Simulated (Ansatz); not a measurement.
Run this with Ansatz's Python interface and show what comes out.

Input file `bh4p.xyz`:
```text
6

B    -0.86110   -0.00300   -0.06330
P     0.97190    0.13120   -0.64820
H    -1.59250    0.91410   -0.20080
H    -1.25210   -0.99940    0.43620
H     1.38630   -1.07460    0.04820
H     1.34750    1.03180    0.42790
```

Script `composite.py`:
```python
'''A composite energy for BH4P: DFT geometry, MP2 basis limit, coupled-cluster correction.'''

import itertools
import logging
import sys

import ansatz as az
from ase.data import atomic_numbers, covalent_radii
import numpy as np

logging.basicConfig(stream=sys.stdout, format='[%(levelname)s] %(message)s')
log = logging.getLogger('ansatz_job')
log.setLevel(logging.INFO)

SETTINGS = {
    'basis_set': 'def2-SVP',
    'functional': 'r2scan',
    'vdw': 'd3bj',
}

bh4p = az.Crystal.molecule_from_extxyz('bh4p.xyz')

model = (
    bh4p.calculation()
    .basis(gaussian=SETTINGS['basis_set'])  # the orbital basis, by name
    .functional(SETTINGS['functional'], dispersion=SETTINGS['vdw'])
    .accuracy('medium')
)
symbols = [site.symbol for site in bh4p.cartesian_sites]
start = np.array([site.position_ang for site in bh4p.cartesian_sites], dtype=float)
data = model.relax(force_tolerance=0.01, max_steps=100).run(threads=1, backend='cpu').report
end = np.array(data['positions_ang'])
# pairs closer than 1.2 times the sum of covalent radii, before or after
radius = [covalent_radii[atomic_numbers[s]] for s in symbols]
span = lambda where, i, j: np.linalg.norm(where[i] - where[j])
bonded = [(i, j) for i, j in itertools.combinations(range(len(symbols)), 2) if min(span(start, i, j), span(end, i, j)) < 1.2 * (radius[i] + radius[j])]
log.info('pair        before    after (A)')
for i, j in bonded:
    print(f'{symbols[i]}{i}-{symbols[j]}{j}'.ljust(10), f'{span(start, i, j):8.4f} {span(end, i, j):8.4f}')

minimum = az.Crystal.molecule()
for symbol, place in zip(symbols, end):
    minimum = minimum.atom(symbol, place.tolist())
at_minimum = minimum.calculation()
# MP2 extrapolated to the basis limit, plus the small-basis difference CCSD(T) - MP2
level = lambda method, basis: at_minimum.basis(gaussian=basis).correlation(method).run(threads=1, backend='cpu').report
small, large, cluster = level('mp2', 'cc-pVDZ'), level('mp2', 'cc-pVTZ'), level('ccsd_t', 'cc-pVDZ')
corr = lambda each: (each['free_energy_ev'] - each['reference_energy_ev']) / 27.211386246
mp2_limit = (27 * corr(large) - 8 * corr(small)) / 19
pieces = {'HF / cc-pVTZ': large['reference_energy_ev'] / 27.211386246, 'MP2 correlation, DZ-TZ limit': mp2_limit, 'CCSD(T) - MP2 / cc-pVDZ': corr(cluster) - corr(small)}
for name, value in pieces.items():
    log.info(f'{name:32s} {value:14.6f} Ha')
log.info(f'{"sum":32s} {sum(pieces.values()):14.6f} Ha')
print('T1 diagnostic', round(cluster['correlation']['coupled_cluster']['t1_diagnostic'], 4))
```

```console
$ python composite.py
DeckWarning: the engine holds no damping parameters fitted to this dispersion correction and functional, so the run takes those fitted to r2scan beside the three-body term, which d3bj leaves out (hamiltonian.dispersion, under Limitations)
[INFO] pair        before    after (A)
B0-P1        1.9287   1.8523
B0-H2        1.1811   1.2055
B0-H3        1.1812   1.2055
P1-H4        1.4528   1.4172
P1-H5        1.4526   1.4172
[INFO] HF / cc-pVTZ                        -367.747419 Ha
[INFO] MP2 correlation, DZ-TZ limit          -0.286935 Ha
[INFO] CCSD(T) - MP2 / cc-pVDZ               -0.047947 Ha
[INFO] sum                                 -368.082301 Ha
T1 diagnostic 0.0181
```
(Warnings from the package without file and line.)

Notes:
- The settings weren't tested for convergence.
- The sum leaves out core correlation, relativity, the Hartree-Fock basis error and zero-point energy; a DZ-TZ extrapolation is rough.
- Inner cores stay frozen, so this is valence correlation.
- For Al to Cl the sets with a tight d function, cc-pV(X+d)Z, are usual.
- An extrapolation from small basis sets is rough.
- A dispersion term here runs with damping parameters fitted for another variant or functional.
- It ran for 8.3 s on 1 thread of Intel(R) Xeon(R) 6975P-C (Granite Rapids), with other jobs on the host, peak memory 0.24 GiB.

(A comment or docstring line of the script was reworded after the run, the code is as it ran; lines on the test bed's own set-up are left out of the output.)
